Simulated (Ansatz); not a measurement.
# Worked example: correlation energy of CH$_{2}$⁺, doublet

Geometry: a point of a stretch scan, not a stationary point.

```yaml
atoms:
  - { symbol: C, position_ang: [0.0000, 0.0000, -0.9008] }
  - { symbol: H, position_ang: [0.0000, 0.0000, 2.8952] }
  - { symbol: H, position_ang: [0.0000, 0.0000, -1.9944] }
```

Basis aug-cc-pVDZ; Ansatz 0.2.0. Correlated methods freeze the noble-gas cores, which leaves 5 electrons in 40 orbitals. Prefix R: restricted or restricted open-shell reference.

Full CI is exact within this basis and frozen core; it isn't the basis-set limit.

Runs differ by some tens of microhartree through their thresholds and, for an open shell, their frozen cores, so steps under 0.03 kcal/mol mean nothing.

```csv
level,total energy (hartree)
RHF,-38.400527
RMP2,-38.469668
RCCSD,-38.500717
RCCSD(T),-38.502191
RCCSDT,-38.502585
RCCSDT(Q),-38.502667
full CI,-38.502702
```

Q: What is the correlation energy at full CI, and what share of it do RMP2 and RCCSD(T) recover?

A: E(corr) = -38.502702 − (-38.400527) = -0.102175 hartree = -2.780 eV. RMP2: -0.069141 / -0.102175 = 67.67 %. RCCSD(T): -0.101664 / -0.102175 = 99.50 %.

Q: By how many kcal/mol does RCCSD(T) miss full CI (1 hartree = 627.509 kcal/mol), and which steps make up the rest?

A: -38.502191 − (-38.502702) = 0.000511 hartree = 0.32 kcal/mol. Steps: RCCSDT − RCCSD(T) = -0.25, RCCSDT(Q) − RCCSDT = -0.05, full CI − RCCSDT(Q) = -0.02 kcal/mol. That is within 1 kcal/mol of the reference in this basis, which itself misses far more of the correlation at the basis-set limit.
